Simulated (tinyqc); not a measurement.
Worked calculation: geometry optimisation on the UHF/sto-6g surface (energies and gradients from PySCF), for H2O+, spin multiplicity 2. One step of it, computed by the program tinyqc.

Question. Step 2: move. Quasi-Newton step p = -H^(-1) g (the inverse Hessian comes from BFGS updates; coordinates in the order x, y, z of each atom); steps longer than 0.1 bohr are cut back (factor 0.820 here).

positions after step 1 (bohr), order 1O, 2H, 3H:
$$\begin{pmatrix}
-0.028698 & 0.027636 & -0.022888 \\
-0.044321 & 1.523328 & 1.219562 \\
-0.000680 & -1.430021 & 1.305324
\end{pmatrix}$$

gradient (hartree/bohr), order 1O, 2H, 3H:
$$\begin{pmatrix}
-0.00030505 & 0.01028628 & -0.03067967 \\
0.00035336 & -0.02032818 & 0.01110654 \\
-0.00004831 & 0.01004190 & 0.01957314
\end{pmatrix}$$

inverse Hessian in use (bohr^2/hartree):
```
           1          2          3          4          5          6          7          8
1   1.666610   0.002522  -0.003941  -0.000028   0.002169   0.000748   0.000085  -0.004691
2   0.002522   1.563654   0.201355  -0.000149  -0.008015  -0.052820  -0.002373   0.111028
3  -0.003941   0.201355   1.469087  -0.005984   0.407317  -0.004866   0.009925  -0.608671
4  -0.000028  -0.000149  -0.005984   1.666867  -0.012550   0.003385  -0.000173   0.012699
5   0.002169  -0.008015   0.407317  -0.012550   2.448651  -0.220139   0.010381  -0.773969
6   0.000748  -0.052820  -0.004866   0.003385  -0.220139   1.699216  -0.004133   0.272959
7   0.000085  -0.002373   0.009925  -0.000173   0.010381  -0.004133   1.666755  -0.008008
8  -0.004691   0.111028  -0.608671   0.012699  -0.773969   0.272959  -0.008008   2.329608
9   0.003193  -0.148535   0.202446   0.002599  -0.187177  -0.027683  -0.005792   0.335712

           9
1   0.003193
2  -0.148535
3   0.202446
4   0.002599
5  -0.187177
6  -0.027683
7  -0.005792
8   0.335712
9   1.491904
```

Give: positions after step 2.

Answer.

positions after step 2 (bohr), order 1O, 2H, 3H:
$$\begin{pmatrix}
-0.0284 & 0.0213 & 0.0210 \\
-0.0453 & 1.5859 & 1.1989 \\
0.0000 & -1.4862 & 1.2821
\end{pmatrix}$$
